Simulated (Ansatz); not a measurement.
# Match the barriers

Saddle point of CH$_{8}$OSi, singlet (SiH₄O ([OH][SiH3]) + CH₄ → CH₆OSi ([CH3][SiH2][OH]) + H₂; bonds formed: Si1–C7, H2–H6; bonds broken: Si1–H2, H6–C7), PBE0-D4/def2-TZVP structure:

Si1  (-0.350, 0.526, 0.484)
H2  (0.021, -0.820, 1.419)
H3  (-0.249, 1.549, -0.622)
H4  (-1.795, 0.266, 0.671)
O5  (0.563, 1.327, 1.608)
H6  (0.147, -1.006, 0.339)
C7  (0.166, -0.902, -1.050)
H8  (0.812, 2.206, 1.307)
H9  (1.083, -0.474, -1.454)
H10  (-0.680, -0.680, -1.700)
H11  (0.284, -1.992, -1.003)
(Å)

Computed with Ansatz 0.2.0 (basis: def2-TZVPP, with def2-QZVPP for the basis limit); correlated methods freeze the cores. B3LYP uses VWN-RPA correlation. Extrapolation: Hartree–Fock as exp(−7.88 √X), correlation as X^−2.97. Four methods, as single points on the PBE0-D4 structures, gave these electronic barriers from the start structure: 260.9, 303.7, 309.8, 392.5 kJ/mol.

(1) The methods were, in alphabetical order, B3LYP-D4, CCSD(T), HF, PBE-D4. Which gave which? (A judgement: the text doesn't fix the answer.)

The T1 diagnostic stays at or below 0.012.

Results:

(1) Computed: PBE-D4 260.9; B3LYP-D4 303.7; CCSD(T) 309.8; HF 392.5 kJ/mol. For comparison, CCSD(T) at an estimated basis limit (MP2 extrapolated from triple and quadruple zeta, plus CCSD(T) − MP2 in triple zeta) gives 305.3 kJ/mol.

Labels in which every atom is bracketed show which atoms are joined, not bond orders.

For scale, one of the runs: CCSD(T)/def2-TZVPP, 216 basis functions, launched by `ansatz run in.yaml --threads 4 --pin off --events-out ev --progress --plain --max-ram 9574MiB`. Time: 31 s of wall clock on 4 CPU threads of an Arm Neoverse V2; the host was shared. Peak host memory: 3.2 GiB.
